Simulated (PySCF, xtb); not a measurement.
Bond stretch in CH2Cl2, SMILES C(Cl)Cl. The C1–Cl5 bond (C1 also carries Cl, H, H; Cl5 carries nothing else) is stretched with both fragments frozen at the PBE0/def2-TZVP optimised geometry.

- RHF/cc-pVDZ (PySCF)
- CASSCF(2,2)/cc-pVDZ (PySCF)
- GFN1-xTB (xtb)
- UKS-B3LYP/6-31G* = unrestricted B3LYP/6-31G*, spherical d (PySCF)

Energies are in eV, each relative to the lowest point of its own curve near equilibrium.

```csv
R / Å,RHF,"CASSCF(2,2)",GFN1-xTB,UKS-B3LYP/6-31G*
1.40,3.346,3.587,3.133,3.220
1.48,1.765,1.966,1.604,1.738
1.60,0.493,0.624,(withheld),0.525
1.67,(withheld),(withheld),0.124,(withheld)
1.71,0.054,0.113,0.039,0.077
1.76,0.000,0.024,0.000,0.007
1.82,0.020,0.000,0.031,0.000
1.88,(withheld),0.043,0.125,0.056
1.92,0.196,0.099,0.215,0.119
2.07,0.658,0.434,0.674,0.474
2.16,0.991,0.685,1.003,0.736
2.37,1.811,1.290,1.793,1.384
2.61,2.705,1.890,2.588,2.083
2.94,3.764,2.445,3.372,2.765
3.15,4.329,2.647,(withheld),3.007
3.53,5.160,2.821,4.052,3.261
3.84,5.683,2.871,4.181,3.374
4.32,6.279,2.896,—,3.464
4.80,6.680,2.901,—,3.503
5.33,6.972,2.904,—,3.520
6.21,7.267,2.905,—,3.530
```

### Question
What belongs in the gaps?

### Answer

- 1.60, GFN1-xTB: 0.424
- 1.67, RHF: 0.155
- 1.67, CASSCF(2,2): 0.241
- 1.67, UKS-B3LYP/6-31G*: 0.186
- 1.88, RHF: 0.108
- 3.15, GFN1-xTB: 3.701

A dash means that the run gave no value there, or that the column was ended at a point which the program doubted or which failed a test of continuity chosen for this set; such a test can also cut sound points.

The restricted form behind RHF keeps the bonding electrons paired and can't separate into open-shell fragments. The unrestricted determinant behind UKS-B3LYP/6-31G* is spin-contaminated at 2.94 to 6.21 Å (<S²> up to 1.0, against 0.00 for a pure singlet).
